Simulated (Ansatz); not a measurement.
hcp Be

Calculation: Hartree–Fock (plane waves, PAW; Ansatz, an electronic-structure program).

Numerical settings: plane-wave cutoff 460 eV, 15×15×8 k mesh (along the axes of the cell as run), Fermi–Dirac smearing 0.05 eV, scalar-relativistic PAW data made under PBE.

Cell: relaxed at this level.

```yaml
lattice_constant_a: 2.314 Å
lattice_parameter_c: 3.617 Å
```

Measured, for comparison: lattice constant a 2.286 Å (293 K, no zero-point or thermal correction, our sources range from 2.286 to 2.290; as tabulated in Wikipedia's data pages); lattice parameter c 3.584 Å (293 K, no zero-point or thermal correction; as tabulated in Wikipedia's data pages). Computed (rounded) less measured: lattice constant a +1.2 % (+1.0 % to +1.2 % over the range), lattice parameter c +0.9 %.

Computed values are for the static lattice.

Computing time: about 10 core-minutes (a rough figure).
